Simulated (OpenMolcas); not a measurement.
# How basis sets differ on CH4BS (SMILES [BH]SC)

The species is CH4BS (7 atoms), meant as a doublet with charge 0. SMILES: `[BH]SC`. Geometry: relaxed at GFN2-xTB. This is one conformer, not always the lowest.

```csv
atom,x (Å),y (Å),z (Å)
B,-1.7045,-0.3704,-0.3275
S,-0.2806,-0.9519,0.3959
C,1.0004,0.3748,0.1138
H,-2.7395,-0.8843,-0.3820
H,1.2166,0.4340,-0.9472
H,0.6215,1.3205,0.4835
H,1.8861,0.0772,0.6633
```

Each level gives the dipole moment (D). The values are calculated.

```
                            level          kind     program  value (D)  CPU time
                       UHF/STO-3G  Hartree–Fock  OpenMolcas       1.23     2.1 s
                        UHF/3-21G  Hartree–Fock  OpenMolcas       1.70     2.4 s
UHF/6-31+G* (spherical functions)  Hartree–Fock  OpenMolcas       1.56     5.4 s
                     UHF/def2-SVP  Hartree–Fock  OpenMolcas       1.55     4.7 s
```

The values span 1.23 to 1.70 D. Sets without polarisation functions give poor dipoles. CPU times are rough (shared hosts, several kinds of processor): they show what a rung costs within a factor of a few.
